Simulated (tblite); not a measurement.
# AlF2H2: the cost of one run

Programs: tblite 0.8.0 and PySCF 2.14.0. All values are calculated, for the isolated system unless a continuum is named. Atoms count from 0, parts from 1.

## (1) The system as given

5 atoms, charge 3, multiplicity 1; geometry: rigid parts in contact. Parts: 1 = atom 0, `[Al+3]`, charge 3; 2 = atoms 1–2, `F`, charge 0; 3 = atoms 3–4, `F`, charge 0.

## (2) Search for minima with GFN2-xTB

The job: settings as JSON, then the geometry in Å.

```
{"job": {"kind": "dock", "xc": "GFN2-xTB", "basis": "xTB"}, "charge": 3, "multiplicity": 1, "parts": [{"atoms": "0-0", "charge": 3, "multiplicity": 1}, {"atoms": "1-2", "charge": 0, "multiplicity": 1}, {"atoms": "3-4", "charge": 0, "multiplicity": 1}]}
Al    -1.692053     0.462539     0.821707
F     -1.270496     0.964125     2.513676
H     -0.549990     1.146226     3.502649
F     -2.201166    -0.148736    -0.603227
H     -2.966055    -0.870168    -3.030671
```

With the program's defaults for keys left out, this is: GFN2-xTB search for minima from random contacts, gas phase.

The run is started by

```sh
$ OMP_NUM_THREADS=1 python cluster_run.py task.json out
```

The driver reads the jobs from task.json and runs them one after another.

Q: Estimate the wall time of this first job on 1 thread of Arm Neoverse N1, shared host.

About 40 s.
